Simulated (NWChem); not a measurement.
**[CH3]− (SMILES [CH3-]) at B3LYP/6-31G(d) (spherical functions)**

What is the energy change on altering one bond length of [CH3]− at B3LYP/6-31G* (spherical functions)? 

Program for the calculation: NWChem 7.3.0.

2 further runs of the same task are left out: 2 set aside as unsound or not needed. Runs told in other sessions of the task aren't counted.

## 1. Starting point

The species is [CH3]− (4 atoms), meant as a singlet with charge -1. As SMILES, `[CH3-]`. The shape is that of a PBE0-D4/def2-TZVPD optimisation.

Bond lengths: C1–H2 1.111 Å, C1–H3 1.111 Å, C1–H4 1.111 Å. Angles: H2–C1–H3 104.7°, H2–C1–H4 104.7°, H3–C1–H4 104.7°.

## 2. Energy and gradient at B3LYP/6-31G(d) (spherical functions)

run.py

```python
from ase import Atoms
from ase.calculators.nwchem import NWChem

mol = Atoms(['C', 'H', 'H', 'H'], positions=[
    [-0.146350, -0.155270, 0.261210],
    [0.134550, 0.900100, 0.465250],
    [-0.783290, -0.107350, -0.647820],
    [0.795090, -0.637480, -0.078660],
])

calc = NWChem(
    label='ch3',
    theory='dft',
    memory='2200 mb',
    basis='6-31G*',
    basispar='spherical bse',
    charge=-1,
    dft={'xc': 'b3lyp', 'mult': '1', 'grid': 'xfine', 'convergence': 'energy 1e-08', 'iterations': '100', 'mulliken': None},
)
mol.calc = calc

forces = mol.get_forces()
e = mol.get_potential_energy()
print(f"E = {e:.6f} eV")
print("forces (eV/A):")
for s, f in zip(mol.symbols, forces):
    print(f"{s:2s} {f[0]:10.5f} {f[1]:10.5f} {f[2]:10.5f}")
print("dipole (e A):", mol.get_dipole_moment().round(4))
```

On the command line:

```
$ export ASE_NWCHEM_COMMAND="nwchem PREFIX.nwi > PREFIX.nwo"
$ python run.py
```

The program printed:

```text
E = -1082.685090 eV
forces (eV/A):
C    -0.41832   -0.44413    0.74721
H     0.15643    0.31542   -0.14007
H    -0.02484    0.11668   -0.35985
H     0.28678    0.01203   -0.24729
dipole (e A): [ 0.2422  0.257  -0.4323]
```

The calculator wrote ch3.nwi:

```
title "ch3"

permanent_dir ch3

scratch_dir ch3

start ch3

geometry units angstrom nocenter noautosym noautoz
  C  -1.4635000000000001e-01 -1.5526999999999999e-01 2.6121000000000000e-01
  H  1.3455000000000000e-01 9.0010000000000001e-01 4.6525000000000000e-01
  H  -7.8329000000000004e-01 -1.0735000000000000e-01 -6.4781999999999995e-01
  H  7.9508999999999996e-01 -6.3748000000000005e-01 -7.8659999999999994e-02
end

charge -1

memory 2200 mb

basis spherical bse noprint
   * library 6-31G*
end

dft
  xc b3lyp
  mult 1
  grid xfine
  convergence energy 1e-08
  iterations 100
  mulliken
end

task dft gradient
```

ch3.nwo:

```text
Northwest Computational Chemistry Package (NWChem) 7.3.0
             --------------------------------------------------------

           Job information
           ---------------

    nwchem branch   = 7.3.0
    use scalapack   = T
    input           = ch3.nwi
    prefix          = ch3.
    data base       = ch3/ch3.db
    status          = startup
    nproc           =        1

           Memory information
           ------------------

    heap     =     72089598 doubles =      550.0 Mbytes
    stack    =     72089595 doubles =      550.0 Mbytes
    global   =    144179200 doubles =     1100.0 Mbytes (distinct from heap & stack)
    total    =    288358393 doubles =     2200.0 Mbytes
    verify   = yes
    hardfail = no

           Directory information
           ---------------------

  0 permanent = ch3
  0 scratch   = ch3

                                NWChem Input Module
                                -------------------

                                        ch3
                                        ---

 Scaling coordinates for geometry "geometry" by  1.889725989
 (inverse scale =  0.529177249)

                             Geometry "geometry" -> ""
                             -------------------------

 Output coordinates in angstroms (scale by  1.889725989 to convert to a.u.)

[... 15 lines left out ...]
            Nuclear Dipole moment (a.u.)
[... 54 lines left out ...]
  convergence criterion.
[... 16 lines left out ...]
          Convergence on density requested:  1.00D-05
[... 22 lines left out ...]
          Spatial weights used:  Erf1
[... 3 lines left out ...]
          Convergence aids based upon iterative change in
[... 67 lines left out ...]
         Total DFT energy =      -39.787943512161
[... 1 line left out ...]
           Coulomb energy =       31.893695441331
[... 1 line left out ...]
 Nuclear repulsion energy =        9.475665912073
[... 209 lines left out ...]
          Convergence on energy requested:  1.00D-08
[... 1 line left out ...]
          Convergence on gradient requested:  5.00D-04
[... 23 lines left out ...]
          Convergence Information
[... 2 lines left out ...]
          total energy or number of iterations.
[... 5 lines left out ...]
                    Damping( 0%)  Levelshifting(0.5)       DIIS
                  --------------- ------------------- ---------------
          dE  on:    start            ASAP                start
          dE off:    2 iters        100 iters           100 iters

      Screening Tolerance Information
      -------------------------------
          Density screening/tol_rho:  1.00D-11
          AO Gaussian exp screening on grid/accAOfunc:  18
          CD Gaussian exp screening on grid/accCDfunc:  20
          XC Gaussian exp screening on grid/accXCfunc:  20
          Schwarz screening/accCoul:  1.00D-09

                            NWChem DFT Gradient Module
                            --------------------------

                                        ch3

  charge          =  -1.00
  wavefunction    = closed shell

                         DFT ENERGY GRADIENTS

    atom               coordinates                        gradient
                 x          y          z           x          y          z
   1 C      -0.276561  -0.293418   0.493615    0.008135   0.008637  -0.014531
   2 H       0.254263   1.700942   0.879195   -0.003042  -0.006134   0.002724
   3 H      -1.480203  -0.202862  -1.224202    0.000483  -0.002269   0.006998
   4 H       1.502502  -1.204663  -0.148646   -0.005577  -0.000234   0.004809

                 ----------------------------------------
                 |  Time  |  1-e(secs)   |  2-e(secs)   |
                 ----------------------------------------
                 |  CPU   |       0.00   |       0.04   |
                 ----------------------------------------
                 |  WALL  |       0.00   |       0.04   |
                 ----------------------------------------

 Task  times  cpu:        4.8s     wall:        4.8s
 Total times  cpu:        4.8s     wall:        4.8s
```

Run time: 7.2 s. Hardware: 1 thread of Intel Xeon Platinum 8259CL at 2.50GHz (Skylake/Cascade Lake), shared host; peak memory 0.12 GiB.

## 3. The distorted shape: a single-point energy at B3LYP/6-31G(d) (spherical functions)

mol.nw

```
start mol
memory total 2200 mb
charge -1
geometry noautosym nocenter noautoz
 C      0.617976    -0.212774     1.352043
 H      0.898876     0.842596     1.556083
 H     -0.783290    -0.107350    -0.647820
 H      1.559416    -0.694984     1.012173
end
basis "ao basis" spherical bse
 * library 6-31G*
end
dft
 xc b3lyp
 grid xfine
 convergence energy 1e-08
 maxiter 100
 mulliken
 print low
end
task dft energy
```

On the command line:

```
$ nwchem mol.nw > mol.out
```

The program printed:

```text
[...]
 d= 0,ls=0.0,diis     1    -39.4442718452 -4.71D+01  1.28D-01  1.02D+00     1.1
[...]
 d= 0,ls=0.0,diis    10    -39.6716581004 -3.75D-09  9.14D-06  1.16D-08     7.6
         Total DFT energy =      -39.671658100399
      One electron energy =      -70.128128012603
           Coulomb energy =       29.377287526084
    Exchange-Corr. energy =       -6.597321360235
 Nuclear repulsion energy =        7.676503746355
[...]
      Total Density - Mulliken Population Analysis
     ---------------------------------------------
    Atom       Charge   Shell Charges
 -----------   ------   -------------------------------------------------------
    1 C    6     6.51   2.00  0.73  1.65  0.99  1.12  0.02
    2 H    1     1.00   0.53  0.47
    3 H    1     1.48   0.38  1.11
    4 H    1     1.00   0.53  0.47
[...]
```

Run time: 8.4 s. Hardware: 1 thread of Intel Xeon Platinum 8259CL at 2.50GHz (Skylake/Cascade Lake), shared host; peak memory 0.12 GiB.

## 4. What came out

Level: B3LYP/6-31G* (spherical functions).

| quantity | value |
| --- | --- |
| first shape: total energy | -39.78794 Eh |
| first shape: HOMO energy | 4.14 eV |
| first shape: LUMO energy | 10.36 eV |
| first shape: HOMO–LUMO gap (to an unbound level, set by the basis) | 6.22 eV |
| first shape: largest force on an atom | 0.965 eV/Å |
| distorted shape: total energy | -39.67166 Eh |
| energy change with the C1–H3 bond stretched from 1.111 to 2.444 Å | 3.164 eV |

**Reading.** With the C1–H3 bond stretched from 1.111 to 2.444 Å the energy rises by 3.16 eV (305 kJ/mol). The first shape isn't relaxed at this level, so the change isn't measured from a minimum. The largest force (first shape) is 0.96 eV/Å: the shape isn't a stationary point for this species at this level. Mulliken charges (first shape) run from -0.79 on C1 to -0.07 on H2. The HOMO (first shape) lies at positive energy, 4.14 eV, from the functional's self-interaction, a short basis or an electron that isn't bound; only total energies against the neutral tell.
